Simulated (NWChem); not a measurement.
# C3H4F2 (cis-1,2-difluorocyclopropane): levels of theory compared

Wanted: a comparison of 3 runs (HF/STO-3G, HF/3-21G, B3LYP/6-31G*) of C3H4F2 (cis-1,2-difluorocyclopropane). 

Program for the calculation: NWChem 7.3.0.

### 1 Starting point

The species is C3H4F2 (9 atoms), meant as a singlet with charge 0. SMILES: `FC1CC1F`. Geometry: relaxed at PBE0-D4/def2-TZVP.

Bond lengths: F1–C2 1.356 Å, C2–C3 1.495 Å, C2–C4 1.489 Å, C3–C4 1.495 Å, C4–F5 1.356 Å, C2–H6 1.084 Å, C3–H7 1.083 Å, C3–H8 1.084 Å, C4–H9 1.084 Å. Some angles: F1–C2–C3 117.2°, F1–C2–C4 117.5°, C3–C2–C4 60.1°, C2–C3–C4 59.7°, C2–C4–C3 60.1°, C2–C4–F5 117.4°, C3–C4–F5 117.2°, F1–C2–H6 112.2°, C3–C2–H6 120.8°, C4–C2–H6 119.9°.

### 2 Energy and forces at HF/STO-3G (run 1)

Contents of sp.nw:

```
start sp
memory stack 880 mb heap 220 mb global 1100 mb

geometry units angstroms noautosym nocenter noautoz
 F       -0.169600       1.608000      -1.012600
 C        0.216800       0.825500       0.025400
 C        0.580500      -0.591100      -0.284000
 C       -0.696000      -0.279700       0.428900
 F       -1.848900      -0.425100      -0.270300
 H        0.755400       1.385300       0.781900
 H        1.394400      -1.070200       0.245000
 H        0.461700      -0.872500      -1.323800
 H       -0.820200      -0.522400       1.478400
end

basis spherical bse
 * library STO-3G
end

scf
 thresh 1e-08
 maxiter 80
 print medium
end

task scf gradient
```

Launch:

```
$ nwchem sp.nw > sp.out
```

What it wrote:

```text
[...]
  functions       =    29
[...]
  wavefunction    = RHF
[...]
         Total SCF energy =   -310.562336940113
      One-electron energy =   -792.049282574531
      Two-electron energy =    300.013338583380
 Nuclear repulsion energy =    181.473607051038
        Time for solution =      0.9s
[...]
                         RHF ENERGY GRADIENTS
    atom               coordinates                        gradient
                 x          y          z           x          y          z
   1 F      -0.320498   3.038679  -1.913537    0.005789  -0.014969   0.018000
   2 C       0.409693   1.559969   0.047999   -0.011401  -0.018841  -0.004436
   3 C       1.096986  -1.117017  -0.536682   -0.016566   0.015655   0.005486
   4 C      -1.315249  -0.528556   0.810503    0.012920   0.010503  -0.015134
   5 F      -3.493914  -0.803323  -0.510793    0.020985   0.003490   0.011227
   6 H       1.427499   2.617837   1.477577   -0.004934   0.001827  -0.007513
   7 H       2.635034  -2.022385   0.462983    0.001556  -0.000580   0.001931
   8 H       0.872486  -1.648786  -2.501619   -0.002966   0.001635  -0.002257
   9 H      -1.549953  -0.987193   2.793771   -0.005383   0.001281  -0.007304
[...]
```

Run time: 1.6 s. Hardware: 1 thread of AMD EPYC 9R45 (Zen 5), shared host; peak memory 0.1 GiB.

### 3 Energy and gradient at HF/3-21G (run 2)

Contents of c3h4f2.xyz:

```xyz
9

F     -0.169600     1.608000    -1.012600
C      0.216800     0.825500     0.025400
C      0.580500    -0.591100    -0.284000
C     -0.696000    -0.279700     0.428900
F     -1.848900    -0.425100    -0.270300
H      0.755400     1.385300     0.781900
H      1.394400    -1.070200     0.245000
H      0.461700    -0.872500    -1.323800
H     -0.820200    -0.522400     1.478400
```

Contents of c3h4f2.nw:

```
START c3h4f2
memory stack 880 mb heap 220 mb global 1100 mb

GEOMETRY noautosym nocenter noautoz
  load c3h4f2.xyz
END

BASIS spherical bse
  F library 3-21G
  C library 3-21G
  H library 3-21G
END

SCF
  thresh 1e-08
  maxiter 80
END

TASK scf gradient
```

Launch:

```
$ nwchem c3h4f2.nw > c3h4f2.out
```

What it wrote:

```text
[...]
  functions       =    53
[...]
  wavefunction    = RHF
[...]
         Total SCF energy =   -313.020564134192
      One-electron energy =   -792.474638704869
      Two-electron energy =    297.980467519639
 Nuclear repulsion energy =    181.473607051038
        Time for solution =      1.1s
[...]
                         RHF ENERGY GRADIENTS
    atom               coordinates                        gradient
                 x          y          z           x          y          z
   1 F      -0.320498   3.038679  -1.913537    0.006906  -0.011908   0.017417
   2 C       0.409693   1.559969   0.047999   -0.009203   0.001628  -0.023998
   3 C       1.096986  -1.117017  -0.536682   -0.011282   0.010902   0.004394
   4 C      -1.315249  -0.528556   0.810503   -0.011681  -0.001445  -0.022860
   5 F      -3.493914  -0.803323  -0.510793    0.018295   0.001930   0.012338
   6 H       1.427499   2.617837   1.477577    0.005035   0.009355   0.006555
   7 H       2.635034  -2.022385   0.462983    0.007182  -0.004643   0.003528
   8 H       0.872486  -1.648786  -2.501619   -0.000169  -0.002922  -0.008408
   9 H      -1.549953  -0.987193   2.793771   -0.005082  -0.002897   0.011035
[...]
```

Wall time 1.8 s (1 thread of AMD EPYC 9R45 (Zen 5), shared host); peak memory 0.098 GiB.

### 4 Energy and gradient at B3LYP/6-31G(d) (Cartesian functions) (run 3)

Edit c3h4f2.xyz of step 3 so:

```diff
@@ -1,3 +1,3 @@
 9
-
+C3H4F2
 F     -0.169600     1.608000    -1.012600
```

Contents of run.py:

```python
from ase.io import read
from ase.calculators.nwchem import NWChem

system = read('c3h4f2.xyz')

calc = NWChem(
    label='c3h4f2',
    theory='dft',
    memory='2200 mb',
    basis='6-31G*',
    dft={'xc': 'b3lyp', 'mult': '1', 'grid': 'xfine', 'convergence': 'energy 1e-08', 'iterations': '100', 'mulliken': None, 'print': 'low'},
)
system.calc = calc

forces = system.get_forces()
e = system.get_potential_energy()
print(f"E = {e:.6f} eV")
print("forces (eV/A):")
for s, f in zip(system.symbols, forces):
    print(f"{s:2s} {f[0]:10.5f} {f[1]:10.5f} {f[2]:10.5f}")
```

Launch:

```
$ export ASE_NWCHEM_COMMAND="nwchem PREFIX.nwi > PREFIX.nwo"
$ python run.py
```

What it wrote:

```text
E = -8608.103624 eV
forces (eV/A):
F    -0.17689    0.30252   -0.40479
C     0.13884    0.15673    0.28524
C     0.26282   -0.25906   -0.11729
C    -0.01584   -0.02746    0.35198
F    -0.45195   -0.03255   -0.28138
H     0.09307    0.04854    0.09369
H     0.11873   -0.08377    0.03934
H     0.02119   -0.05307   -0.09672
H     0.01008   -0.05188    0.12999
```

The calculator wrote c3h4f2.nwi:

```
title "c3h4f2"

permanent_dir c3h4f2

scratch_dir c3h4f2

start c3h4f2

geometry units angstrom nocenter noautosym noautoz
  F  -1.6960000000000000e-01 1.6080000000000001e+00 -1.0125999999999999e+00
  C  2.1679999999999999e-01 8.2550000000000001e-01 2.5399999999999999e-02
  C  5.8050000000000002e-01 -5.9109999999999996e-01 -2.8399999999999997e-01
  C  -6.9599999999999995e-01 -2.7970000000000000e-01 4.2890000000000000e-01
  F  -1.8489000000000000e+00 -4.2509999999999998e-01 -2.7029999999999998e-01
  H  7.5539999999999996e-01 1.3853000000000000e+00 7.8190000000000004e-01
  H  1.3944000000000001e+00 -1.0702000000000000e+00 2.4500000000000000e-01
  H  4.6170000000000000e-01 -8.7250000000000005e-01 -1.3238000000000001e+00
  H  -8.2020000000000004e-01 -5.2239999999999998e-01 1.4783999999999999e+00
end

memory 2200 mb

basis noprint
   * library 6-31G*
end

dft
  xc b3lyp
  mult 1
  grid xfine
  convergence energy 1e-08
  iterations 100
  mulliken
  print low
end

task dft gradient
```

c3h4f2.nwo:

```text
Northwest Computational Chemistry Package (NWChem) 7.3.0
             --------------------------------------------------------

           Job information
           ---------------

    nwchem branch   = 7.3.0
    use scalapack   = T
    input           = c3h4f2.nwi
    prefix          = c3h4f2.
    data base       = c3h4f2/c3h4f2.db
    status          = startup
    nproc           =        1

           Memory information
           ------------------

[... 5 lines left out ...]
    hardfail = no
[... 38 lines left out ...]
            Nuclear Dipole moment (a.u.)
[... 95 lines left out ...]
         Total DFT energy =     -316.341975963780
[... 1 line left out ...]
           Coulomb energy =      336.393573857657
[... 1 line left out ...]
 Nuclear repulsion energy =      181.473607051038
[... 29 lines left out ...]
                         DFT ENERGY GRADIENTS

    atom               coordinates                        gradient
                 x          y          z           x          y          z
   1 F      -0.320498   3.038679  -1.913537    0.003440  -0.005883   0.007872
   2 C       0.409693   1.559969   0.047999   -0.002700  -0.003048  -0.005547
   3 C       1.096986  -1.117017  -0.536682   -0.005111   0.005038   0.002281
[... 5 lines of this table left out ...]
   9 H      -1.549953  -0.987193   2.793771   -0.000196   0.001009  -0.002528

 Task  times  cpu:       20.2s     wall:       20.2s
 Total times  cpu:       20.3s     wall:       20.3s
```

Run time: 21 s. Hardware: 1 thread of AMD EPYC 9R45 (Zen 5), shared host; peak memory 0.15 GiB.

### 5 The series

| run | level | Cartesian functions | iteration cap | energy (Eh) | dipole moment (D) | HOMO energy (eV) | LUMO energy (eV) | wall time |
| --- | --- | --- | --- | --- | --- | --- | --- | --- |
| 1 | HF/STO-3G | no | 80 | -310.562337 | 1.86 | -9.29 | 13.09 | 1.6 s |
| 2 | HF/3-21G | no | 80 | -313.020564 | 3.34 | -11.73 | 6.34 | 1.8 s |
| 3 | B3LYP/6-31G* (Cartesian functions) | yes | 100 | -316.341976 | – | – | – | 21 s |

### 6 Results

```
                       quantity          value
            run 3: total energy  -316.34198 Eh
run 3: largest force on an atom     0.535 eV/Å
```

In words: In run 1 the basis is minimal, so the values are rough. All runs together took 25 s, the longest 21 s.
